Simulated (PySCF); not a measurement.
Cl₂, SMILES ClCl (connectivity only; charge and spin as stated), charge +1, multiplicity 2. Geometry: PBE-D3(BJ)/def2-TZVPD.

Calculation: PBE-D3(BJ)/def2-TZVPD run with PySCF.

Harmonic wavenumbers (cm⁻¹): 621. Rotational constants (GHz): 7.785 (linear); symmetry number 2.

Question: Work out the zero-point energy and the ideal-gas rigid-rotor harmonic-oscillator thermochemistry at 298.15 K and 1 atm.

Answer: ZPE = ½ Σ hcν = ½ × 621 cm⁻¹ = 3.72 kJ/mol. H − E(el) = 12.78 kJ/mol. Entropy in J/(mol K): translation 161.89, rotation 58.11, vibration 1.74, spin 5.76, total 227.50. G − E(el) = -55.05 kJ/mol. Cp = 33.23 J/(mol K).
